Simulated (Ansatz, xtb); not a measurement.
System: trimethyl amine, C3H9N (charge 0, singlet). SMILES: CN(C)C
Coordinates optimised at B3LYP-D3(BJ)/def2-TZVP (Ansatz, a program for electronic structure):
```
N
C 1 1.4503
H 2 1.0911 1 109.85
H 2 1.0911 3 108.21 1 119.93
H 2 1.1055 3 108.00 4 116.68
C 1 1.4503 2 111.65 3 176.58
H 6 1.0911 1 109.85 2 -176.58
H 6 1.0911 7 108.21 1 -119.93
H 6 1.1055 7 108.00 8 -116.68
C 1 1.4503 2 111.65 3 -57.65
H 10 1.0911 1 109.85 2 176.58
H 10 1.0911 11 108.21 1 119.93
H 10 1.1055 11 108.00 12 116.68
```
Charge 0, spin multiplicity 1.

Harmonic wavenumbers from GFN2-xTB (xtb, at its own minimum), cm⁻¹: 219, 237, 238, 372, 423, 423, 872, 1025, 1060, 1060, 1080, 1080, 1190, 1276, 1276, 1413, 1413, 1429, 1487, 1487, 1487, 1496, 1496, 1505, 2832, 2833, 2848, 3008, 3014, 3015, 3015, 3018, 3019.

Task: Give the harmonic wavenumbers at B3LYP-D3(BJ)/def2-TZVP (Ansatz, finite differences of forces, unscaled).

Result: 253, 268, 269, 353, 424, 424, 835, 1059, 1059, 1071, 1121, 1121, 1208, 1307, 1307, 1443, 1443, 1482, 1482, 1483, 1490, 1501, 1511, 1511, 2898, 2898, 2913, 3055, 3055, 3059, 3096, 3100, 3100 cm⁻¹. Zero-point energy 75.2 kcal/mol.

Task: From these and the geometry, give the ideal-gas thermochemistry at 298.15 K and 1 atm (rigid rotor, harmonic oscillator).

Result: Point group C3v, rotational symmetry number 3. Rotational constants 8.731, 8.731, 4.939 GHz. S(trans) 38.15, S(rot) 22.08, S(vib) 8.55, S(elec, spin only) 0.00, S 68.8 cal/(mol K). H(298) - H(0) 4.02 kcal/mol; G - E(el) 58.7 kcal/mol. Tabulated S at 1 bar: 68.6 cal/(mol K) (CRC Handbook, as tabulated in the package chemicals); it can hold hindered rotation or other conformers, which this model lacks.
